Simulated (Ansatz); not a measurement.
## Diamond-structure Ge

Level of theory: r²SCAN (PAW; Ansatz, a quantum-chemistry and plane-wave program).

Settings: plane-wave cutoff 600 eV, 12×12×12 k mesh, finite displacements, scalar-relativistic PAW data made under PBE.

Cell (relaxed at this level):

```xyz
2
Lattice="0.0000 2.8373 2.8373 2.8373 0.0000 2.8373 2.8373 2.8373 0.0000" Properties=species:S:1:pos:R:3 pbc="T T T"
Ge     2.8373     2.8373     2.8373
Ge     4.2559     4.2559     4.2559
```

| Item | Value |
|---|---|
| electronic dielectric constant ε∞ | 17.6 |
| TO(Γ) frequency | 296 cm⁻¹ |

Measured, for comparison: high-frequency dielectric constant 15.9 (temperature not stated, not corrected to a static lattice; as tabulated in Skone et al. (2014), arXiv:1501.03184); zone-centre TO phonon frequency 304 cm⁻¹ (low temperature, zero-point motion not removed; as tabulated in Tanner et al. (2021), arXiv:2110.11888). Computed (rounded) less measured: high-frequency dielectric constant +11 %, zone-centre TO phonon frequency -3 %.

Computing time: around 19 core-minutes (rough).
